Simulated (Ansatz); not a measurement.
# OPSi: the cost of one run

The runs use Ansatz 0.2.0, Gaussian basis; def2-QZVPP, all electrons in the functionals, frozen cores in the correlation of double hybrids and RPA.

Plan: B2PLYP, at charge 0, doublet; charge 0, quartet; charge 1, singlet; charge 1, triplet.

2 further runs of the same task are left out: 2 set aside as unsound or not needed.

## 1. The system

The geometry is a PBE0/def2-TZVP stationary point (not a proven minimum).

3 atoms, charge 0, spin multiplicity 2.

Atoms are counted from 1 here; the program's logs count them from 0.

Bond lengths: P1–O2 1.620 Å, O2–Si3 1.627 Å. Angles: P1–O2–Si3 180.0°.

No dispersion term is added.

The geometry shown and the zero of energy belong to the point charge 0, doublet. The yardstick, UCCSD(T), and other wave-function levels (R restricted, U unrestricted, valence and pair active spaces) come from earlier runs.

## 2. B2PLYP, charge 0, doublet

in.yaml

```yaml
crystal:
  periodic: [false, false, false]
  atoms:
    - {symbol: P, position_ang: [0.000000, 0.000000, -1.622100]}
    - {symbol: O, position_ang: [0.000000, 0.000000, -0.002600]}
    - {symbol: Si, position_ang: [0.000000, 0.000000, 1.624700]}
basis:
  gaussian: {orbitals: "def2-QZVPP.json"}
magnetization: {spin_polarized: true, initial_magnetization: 1}
hamiltonian: {xc: {name: B2PLYP}}
correlation: {electrons: outside_noble_gas}
```

Run with:

```
$ ansatz run in.yaml --threads 1 --pin off --events-out ev --progress --plain --max-ram 2393MiB
```

What time and memory should one allow on 1 thread of Arm Neoverse V2, shared host?

About 81 s, with a peak of 0.65 GiB.
